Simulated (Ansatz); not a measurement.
Z-matrix (Å, degrees):
```
C
C 1 1.489
H 1 1.090 2 111.4
H 1 1.093 2 110.4 3 121.5
H 1 1.093 2 110.4 3 -121.4
C 2 1.476 1 117.4 3 -179.8
C 2 1.333 1 125.4 3 0.2
O 6 1.204 2 124.2 1 0.0
H 6 1.111 2 114.7 1 -180.0
H 7 1.084 2 122.2 1 -0.0
H 7 1.086 2 120.6 1 180.0
```

The species carries charge 0 and has multiplicity 1.

Task: List the CAM-B3LYP/def2-TZVPP orbital energies in eV (Ansatz). (An estimate is asked.)

Result: The calculation gave: Occupied: -522.47, -281.29, -279.58, -279.45, -278.87, -30.92, -24.77, -21.53, -19.66, -16.84, -15.42, -14.78, -13.84, -13.38, -12.51, -12.46, -12.30, -9.41, -9.01. Lowest empty: -0.54, 2.26, 2.39, 2.83, 3.18, 3.96, 4.48, 4.59.
